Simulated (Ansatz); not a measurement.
Geometry optimisation, Ansatz, RKS PBE-D4/6-31G*.

The input (input.yaml):

```yaml
crystal:
  periodic: [false, false, false]
  atoms:
    - { symbol: "N", position_ang: [-0.7061, -0.0559, -0.5348] }
    - { symbol: B, position_ang: [0.3324, -0.1389, 0.5053] }
    - { symbol: Cl, position_ang: [0.4766, 1.156, 1.7972] }
    - { symbol: H, position_ang: [-0.5807, -0.8133, -1.1986] }
    - { symbol: H, position_ang: [-0.5421, 0.8412, -1.1196] }
    - { symbol: H, position_ang: [-1.30811, -0.34273, 0.26326] }
basis:
  gaussian: { orbitals: "6-31G*" }
hamiltonian:
  xc: pbe
  dispersion: d4
relax:
  f_tol: 0.02
  max_steps: 50
output:
  orbitals: {}
```

Run as:

```bash
$ ansatz run input.yaml --threads 1 --pin off --max-ram 2048MiB --backend cpu --events-out ev --progress --plain --runs-dir out
```

**Question.** Where does it end, and by what steps?

**Answer.** The forces met the threshold. After 7 steps the energy has fallen by 1.457 eV; B2 moved furthest, 0.49 Å.

```tsv
step	energy less start (eV)	largest force component (eV/Å)	accepted
0	0.0000	2.681	yes
1	-0.8532	1.501	yes
2	-1.2083	2.122	yes
3	-1.3511	1.627	yes
4	-1.4412	0.614	yes
5	-1.4538	0.198	yes
6	-1.4564	0.085	yes
7	-1.4569	0.015	yes
```

```xyz
6
Properties=species:S:1:pos:R:3
N -0.672 -0.070 -0.470
B 0.475 -0.417 0.887
Cl 0.660 1.323 1.499
H -0.423 -0.706 -1.239
H -0.774 0.896 -0.840
H -1.594 -0.380 -0.123
```

Run time: 13 s on 1 thread of Arm Neoverse V1, with other jobs on the host, peak memory 0.12 GiB.
